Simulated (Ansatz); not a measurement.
`[AlH2][SiH3]`. The species carries charge 0 and has multiplicity 1.

Z-matrix (Å, degrees):
```
Si
Al 1 2.457
H 1 1.490 2 113.4
H 1 1.492 2 110.7 3 -121.0
H 1 1.492 2 110.6 3 120.9
H 2 1.589 1 121.5 3 0.3
H 2 1.589 1 119.5 3 -179.7
```

Task: List the harmonic frequencies (cm⁻¹, unscaled) at PBE0-D4/def2-TZVP in Ansatz. (An estimate is asked.)

Result: The calculation gave: 15i, 311, 358, 388, 536, 584, 766, 868, 934, 940, 1911, 1921, 2192, 2198, 2211.
